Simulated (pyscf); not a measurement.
## Hydrogen abstraction: `[CH4]` + `[CH2]` [triplet] → `[CH3]` [doublet] + `[CH3]` [doublet]

Gas phase, triplet surface, charge 0. Bonds broken: C1–H7. Bonds formed: C6–H7. Single points on ωB97X-D3(BJ)/def2-SVP structures (PySCF, gas phase). Correlated levels are frozen-core, on RHF or UHF. ΔMP2 is the change of the MP2 total energy from the triple- to the quadruple-zeta basis.

Transition state (Å):

```xyz
8

C     -0.8354    -0.1226    -0.7016
H      1.4274    -0.0589     1.7331
H     -0.8525     0.9381    -0.9824
H     -1.8374    -0.5429    -0.5477
H     -0.2108    -0.7343    -1.3650
C      0.3455    -0.2221     1.6835
H     -0.2555    -0.1690     0.4669
H     -0.2788    -0.4242     2.5605
```

One imaginary mode, 1562i cm⁻¹; descent along it reached the two sides named.

```
bond   change  reactant side (Å)  saddle  product side
-----  ------  -----------------  ------  ------------
C1–H7  breaks              1.100   1.305           2.7
C6–H7   forms                2.9   1.358         1.093
```

Electronic energies relative to the separated reactants (kJ/mol):

| level | barrier | reaction energy | reverse barrier |
|---|---|---|---|
| ωB97X-D3(BJ)/def2-TZVP | 39.9 | -24.2 | 64.1 |
| PBE/def2-TZVP | 20.3 | -22.4 | 42.6 |
| r²SCAN/def2-TZVP | 29.9 | -28.8 | 58.8 |
| B3LYP-D3(BJ)/def2-TZVP | 31.6 | -28.1 | 59.7 |
| PBE0-D3(BJ)/def2-TZVP | 32.1 | -22.1 | 54.2 |
| M06-2X/def2-TZVP | 53.6 | -8.0 | 61.6 |
| ωB97M-D3(BJ)/def2-TZVP | 49.1 | -17.8 | 66.9 |
| HF/def2-TZVP | 106.7 | -10.6 | 117.3 |
| MP2/def2-QZVPP | 61.9 | -13.0 | 74.9 |
| CCSD/def2-TZVPP | 61.8 | -16.8 | 78.5 |
| CCSD(T)/def2-TZVPP | 55.3 | -16.3 | 71.5 |
| CCSD(T)/def2-TZVPP + ΔMP2(QZVPP) | 53.8 | -17.8 | 71.7 |

With CCSD(T)/def2-TZVPP + ΔMP2(QZVPP) energies and thermal terms (ideal gas, 1 atm, RRHO with modes under 100 cm⁻¹ raised to 100, one conformer, R ln 2 for rigid chiral ones), in kJ/mol:

```tsv
T (K)	ΔH‡	ΔG‡	ΔH	ΔG
298	43.5	73.3	-24.2	-26.9
600	46.3	102.6	-21.6	-30.7
900	50.5	129.9	-20.1	-35.6
1200	54.6	155.7	-19.3	-40.9
```

CH₃• + CH₃• also meet on a surface of lower spin, which isn't treated here. This is the saddle that the search found; another between the same sides may lie lower. The angle at the transferred H is 180°. The CCSD(T) − MP2 part came from Ansatz, without density fitting, on the same reference.
